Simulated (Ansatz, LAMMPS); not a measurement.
## hcp Ti, bulk modulus

Reference value: 108 GPa (measured, zero-point energy and finite temperature contributions removed; as tabulated in doi:10.1021/acs.jctc.3c00612).

```json
[
 {"level (code)": "Lennard-Jones uff-vdw (LAMMPS)", "value (GPa)": "0.39", "cell (Å³/atom)": "20.77", "error (%)": "-100"},
 {"level (code)": "LDA (Ansatz)", "value (GPa)": "127", "cell (Å³/atom)": "16.10", "error (%)": "+17.6"},
 {"level (code)": "PBE (Ansatz)", "value (GPa)": "112", "cell (Å³/atom)": "17.39", "error (%)": "+3.7"},
 {"level (code)": "revPBE (Ansatz)", "value (GPa)": "107", "cell (Å³/atom)": "17.76", "error (%)": "-0.9"},
 {"level (code)": "PBE-D3(BJ) (Ansatz)", "value (GPa)": "121", "cell (Å³/atom)": "16.51", "error (%)": "+12.0"},
 {"level (code)": "PBE-D4 (Ansatz)", "value (GPa)": "115", "cell (Å³/atom)": "17.11", "error (%)": "+6.5"},
 {"level (code)": "PBEsol-D3(BJ) (Ansatz)", "value (GPa)": "129", "cell (Å³/atom)": "15.89", "error (%)": "+19.4"},
 {"level (code)": "rVV10 (Ansatz)", "value (GPa)": "116", "cell (Å³/atom)": "17.41", "error (%)": "+7.4"},
 {"level (code)": "r²SCAN-D4 (Ansatz)", "value (GPa)": "118", "cell (Å³/atom)": "17.22", "error (%)": "+9.3"}
]
```

Leaving aside Lennard-Jones uff-vdw (doubt noted below): Once the reference is moved by up to 1.7 % (a margin picked here for doubts on the reference and the settings) and values within 1.7 % count as equal, the nearest can be revPBE (-0.9 %) or PBE (+3.7 %). Among them PBEsol-D3(BJ) (+19.4 %) misses by most. Within 15 %: PBE, revPBE, PBE-D3(BJ), PBE-D4, rVV10, r²SCAN-D4.

The crystal itself was run without spin with LDA, PBE, revPBE, PBE-D3(BJ), PBE-D4, PBEsol-D3(BJ), rVV10, r²SCAN-D4; a magnetic state was not tried in these runs. Lennard-Jones uff-vdw: this is a force field's van der Waals term alone, without bonds or charges. Each level is taken at its own relaxed cell. Cutoffs differ between the levels. Ansatz's density-functional and Hartree–Fock values are scalar-relativistic unless marked +SOC, with PAW data made under PBE.

Differences are worked out from the printed values.

Ansatz is an electronic-structure program.
